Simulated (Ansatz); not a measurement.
Stepwise substitution at one centre (B Cl-SH). Isolated molecules, 0 K electronic values unless said otherwise. One relaxed conformer stands for each flexible species; it need not be the lowest. Strings in code marks are SMILES.

Quantity: redistribution energy (mixed species minus the weighted end members), in kcal/mol.

Case: 1 of 3 Cl replaced by SH: `SB(Cl)Cl` (H–S–B–Cl torsion 0°). The other species in the difference include `B(Cl)(Cl)Cl` (neutral, multiplicity 1). Geometry of `SB(Cl)Cl` (neutral, multiplicity 1, Å):

```xyz
5

S      1.1815    -0.7825    -0.0695
B     -0.4629    -0.0722    -0.0060
Cl    -0.7493     1.6538     0.1393
Cl    -1.8264    -1.1736    -0.0966
H      1.8572     0.3745     0.0328
```

Question: Estimate the redistribution energy (mixed species minus the weighted end members) that frozen-core CCSD(T)/cc-pVTZ // B3LYP-D3(BJ)/def2-TZVP (Ansatz, a first-principles code) returns for this input.

Answer: -1.05 kcal/mol.
